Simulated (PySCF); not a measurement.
# Reproducing measurements on HNO

**Experimental background.**

NIST CCCBDB Release 22 (SRD 101), experimental dipoles lists, for the gas: dipole moment (microwave Stark effect, vibrational ground state) 1.67 D.

How close the calculation comes is told at the end.

Compound: HNO.
Atom-mapped SMILES: `[NH:1]=[O:2]` (hydrogens: H3 on N1)

Structure used (PBE0-D3(BJ)/def2-SVP), in Å, numbered top down from 1:
```
atom  x, y, z in Å
N1    -0.3447    0.2264   -0.1847
O2    -0.2711   -0.7033    0.5528
H3     0.6300    0.4416   -0.5722
```

Runs made with PySCF (gas phase, on this PBE0-D3(BJ)/def2-SVP geometry; no spin–orbit coupling):

| level | job | basis functions | wall time |
| --- | --- | --- | --- |
| PBE0-D3(BJ)/def2-SVP, grid level 1 | geometry optimisation from a GFN2-xTB start shaken at random | 33 | 3.1 s |

Hardware: an Arm Neoverse N1 with one thread, no GPU, shared host.

Results beside the measurements:

**Dipole moment.** Measured: 1.67 D (NIST CCCBDB Release 22 (SRD 101), experimental dipoles).

```
               level  computed (D)  computed − measured (D)  % (from the printed values)
PBE0-D3(BJ)/def2-SVP          1.69                    +0.02                           +1
```

The computed dipoles belong to one fixed geometry; measured ones are averaged over vibrations unless marked μe. Magnitudes are compared, not signs.

The geometry is computed, not the measured one. Where a level misses, the cause wasn't examined.
